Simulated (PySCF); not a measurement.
Screening by computed properties: pick the candidate that meets the target.

Species are written as SMILES; each is one conformer at its optimised geometry, gas phase (atoms past krypton carry core potentials, spin–orbit coupling is left out). Electronic properties by PySCF.

Dipoles, sizes and rotational constants follow the conformer. The torsions of the flexible species, by atom-mapped SMILES:
- `[NH2:1][CH:2]=[NH2+:3]`: H–N1–C2–N3 0°, H–N1–C2–N3 180°
- `[CH2:1]=[C:2]([F:3])[CH2:4][C:5]#[N+:6][CH2:7][O:8][CH3:9]`: C1–C2–C4–C5 -129°, N6–C7–O8–C9 -77°
- `[OH:1][c:2]1[cH:3][cH:4][cH:5][cH:6][c:7]1[Br:8]`: H–O1–C2–C3 180°

The conformers of `ClC1CCCCCCC1` aren't listed.

(1) Wanted: vertical ionisation energy between 11 eV and 14 eV (ΔSCF B3LYP/def2-SVPD) and lowest triplet excitation (Tamm–Dancoff) above 5 eV (TDA B3LYP/def2-SVPD), at PBE0-D3(BJ)/def2-SVP geometries. Which candidate meets both?
A. In(H2S)F3, `[F][In]([F])([F])<-[SH2]`
B. chlorocyclooctane, `ClC1CCCCCCC1`
C. Sn(NCS)Me3, `[CH3][Sn]([CH3])([CH3])[N]=C=S`
D. streptocyanine-1, `NC=[NH2+]`

(2) Wanted: lowest singlet excitation above 6.5 eV (TDDFT B3LYP/def2-SVPD) and static isotropic polarisability below 90 au (B3LYP/def2-SVPD), at PBE0-D3(BJ)/def2-SVP geometries. Which candidate meets both?
A. `NC=[NH2+]`
B. `C=C(F)CC#[N+]COC`
C. `C[S][Ge]([Cl])([Cl])[Cl]`
D. `[CH3][Sn]([CH3])([CH3])[N]=C=S`
E. `Brc1ccccc1O`
F. `[F][In]([F])([F])<-[SH2]`
G. `C1C(CCCCCC1)Cl`

## Answers

(1) A. Computed values:
```csv
species,vertical ionisation energy,lowest triplet excitation (Tamm–Dancoff)
"Sn(NCS)Me3, [CH3][Sn]([CH3])([CH3])[N]=C=S",8.62 eV,4.55 eV
"chlorocyclooctane, ClC1CCCCCCC1",9.86 eV,6.46 eV
"In(H2S)F3, [F][In]([F])([F])<-[SH2]",11.93 eV,5.27 eV
"streptocyanine-1, NC=[NH2+]",16.99 eV,5.14 eV
```

(2) A. Computed values:
```
                       species  lowest singlet excitation  static isotropic polarisability
      C[S][Ge]([Cl])([Cl])[Cl]                    4.20 eV                         105.6 au
              C=C(F)CC#[N+]COC                    4.50 eV                          81.8 au
                   Brc1ccccc1O                    4.92 eV                          95.8 au
[CH3][Sn]([CH3])([CH3])[N]=C=S                    5.09 eV                         123.0 au
      [F][In]([F])([F])<-[SH2]                    5.93 eV                          54.8 au
                C1C(CCCCCC1)Cl                    7.03 eV                         107.9 au
                     NC=[NH2+]                    7.57 eV                          26.6 au
```
